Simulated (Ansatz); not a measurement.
CH6Si (SMILES C[SiH3]) moved off its minimum; all values from Ansatz (a quantum-chemistry and plane-wave program), cores frozen in correlated methods.
(charge 0, multiplicity 1)
```xyz
8

Si    -0.5935     0.0376     0.0308
C      1.1661    -0.1735    -0.0573
H     -1.2216    -0.7876    -1.0818
H     -1.0460     1.4641    -0.2611
H     -1.1808    -0.2712     1.2517
H      1.5107    -1.1080     0.2930
H      1.6377     0.5055     0.8326
H      1.6775     0.1459    -1.0592
```

Question: Give the forces (eV/Å), the total energy and the dipole at CCSD(T)/cc-pV(T+d)Z.

Answer: 
| atom | Fx | Fy | Fz |
|---|---|---|---|
| Si1 | -2.127 | 1.116 | -2.852 |
| C2 | 3.873 | 3.062 | 0.797 |
| H3 | 0.081 | 0.193 | 0.534 |
| H4 | 0.383 | -0.515 | 0.114 |
| H5 | -0.641 | -0.672 | 1.846 |
| H6 | 0.323 | -1.471 | -0.182 |
| H7 | -0.935 | -1.026 | -2.163 |
| H8 | -0.957 | -0.687 | 1.906 |
Energy -330.6707 hartree, dipole 1.19 D.
